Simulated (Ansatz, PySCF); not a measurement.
Molecule: C₃H₃, net charge -1, singlet state. SMILES: C#C[CH2-]
Geometry from a B3LYP-D3(BJ)/def2-TZVP (Ansatz, an electronic-structure program) optimisation:
```
C
C 1 1.2749
C 1 1.3493 2 173.98
H 3 1.0868 1 121.80 2 -89.46
H 3 1.0868 4 116.39 1 -178.98
H 2 1.0917 1 121.07 3 180.00
```
Charge -1, spin multiplicity 1.

Unscaled harmonic wavenumbers (cm⁻¹) in rising order, each level at the stationary point that it reaches from this structure (no distance between atoms moves by over 0.3 Å); the order of modes can differ between levels, and a negative number is imaginary. B3LYP-D3(BJ)/def2-TZVP (PySCF, at the structure above): 384, 466, 502, 763, 851, 1033, 1115, 1454, 1917, 3065, 3074, 3124.

HF/3-21G (Ansatz): 407, 514, 679, 798, 969, 1174, 1187, 1628, 2030, 3206, 3227, 3270. Zero-point energy 27.3 against 25.4 kcal/mol; where all levels lie over 400 cm⁻¹, the wavenumbers are on average 1.106 times those of B3LYP-D3(BJ)/def2-TZVP.

HF/6-31G* (Ansatz): 413, 520, 614, 899, 965, 1144, 1195, 1609, 2009, 3155, 3234, 3276. Zero-point energy 27.2 against 25.4 kcal/mol; where all levels lie over 400 cm⁻¹, the wavenumbers are on average 1.102 times those of B3LYP-D3(BJ)/def2-TZVP.
